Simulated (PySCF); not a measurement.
Species: C2H3Cl.
SMILES with atom numbers: `[CH2:1]=[CH:2][Cl:3]` (hydrogens: H4, H5 on C1; H6 on C2)

The calculation used PySCF, PBE0-D3(BJ)/def2-SVP geometry optimisation, gas phase.

(1) List the bond lengths and angles at this level.

Results:

(1) 
```csv
bond,length (pm),order
C1=C2,132.9,double
C2–Cl3,172.6,single
C1–H4,109.2,single
C1–H5,109.2,single
C2–H6,109.3,single
```

Orders are formal, as drawn. A selection of angles:
```csv
angle,degrees
C2–C1–H4,119.3
C2–C1–H5,122.0
H4–C1–H5,118.6
C1–C2–Cl3,123.6
C1–C2–H6,123.3
Cl3–C2–H6,113.0
```

Point group: Cs (tolerance 0.08 Å). Whether it is a minimum is left open (no frequencies).

Hardware: Intel Xeon Platinum 8488C, one thread, no GPU (shared host). Cost: 4.3 s of wall time, 0.29 GiB resident at most. That covers the optimisation of the geometry.
